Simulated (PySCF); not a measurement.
Input file for PySCF: D3(BJ) and D4 dispersion corrections on HCO (SMILES [CH]=O), 2S+1 = 2.

```python
from pyscf import gto
from pyscf.dispersion import dftd3, dftd4

mol = gto.M(
    atom='''
    H    -0.00905700    0.00000000   -0.00708600
    C    -0.00703500    0.00000000    1.10967800
    O     0.95604000    0.00000000    1.78565600
    ''',
    basis='def2-svp',
    charge=0, spin=1, verbose=0, max_memory=1800)
d3, d4 = {}, {}
for xc in ['hf', 'pbe', 'blyp', 'revpbe', 'tpss', 'r2scan', 'b3lyp', 'pbe0', 'bhlyp', 'camb3lyp', 'b2plyp']:
    d3[xc] = float(dftd3.DFTD3Dispersion(mol, xc=xc, version='d3bj', atm=False).get_dispersion()['energy'])
    print(f'D3(BJ) {xc:10s} {d3[xc]:14.8f} Eh')
for xc in ['hf', 'pbe', 'blyp', 'revpbe', 'tpss', 'r2scan', 'b3lyp', 'pbe0', 'bhlyp', 'camb3lyp', 'b2plyp']:
    d4[xc] = float(dftd4.DFTD4Dispersion(mol, xc={'camb3lyp': 'cam-b3lyp'}.get(xc, xc), atm=True).get_dispersion()['energy'])
    print(f'D4     {xc:10s} {d4[xc]:14.8f} Eh')
```

The log:

```
D3(BJ) hf            -0.00836085 Eh
D3(BJ) pbe           -0.00070116 Eh
D3(BJ) blyp          -0.00148929 Eh
D3(BJ) revpbe        -0.00197317 Eh
D3(BJ) tpss          -0.00085053 Eh
D3(BJ) r2scan        -0.00016744 Eh
D3(BJ) b3lyp         -0.00120011 Eh
D3(BJ) pbe0          -0.00056564 Eh
D3(BJ) bhlyp         -0.00090455 Eh
D3(BJ) camb3lyp      -0.00046728 Eh
D3(BJ) b2plyp        -0.00051978 Eh
D4     hf            -0.00278351 Eh
D4     pbe           -0.00060525 Eh
D4     blyp          -0.00144065 Eh
D4     revpbe        -0.00250420 Eh
D4     tpss          -0.00082547 Eh
D4     r2scan        -0.00013711 Eh
D4     b3lyp         -0.00097887 Eh
D4     pbe0          -0.00048953 Eh
D4     bhlyp         -0.00063803 Eh
D4     camb3lyp      -0.00047820 Eh
D4     b2plyp        -0.00041405 Eh
```

The run finished.

Cost: very roughly 0.010 core-seconds.
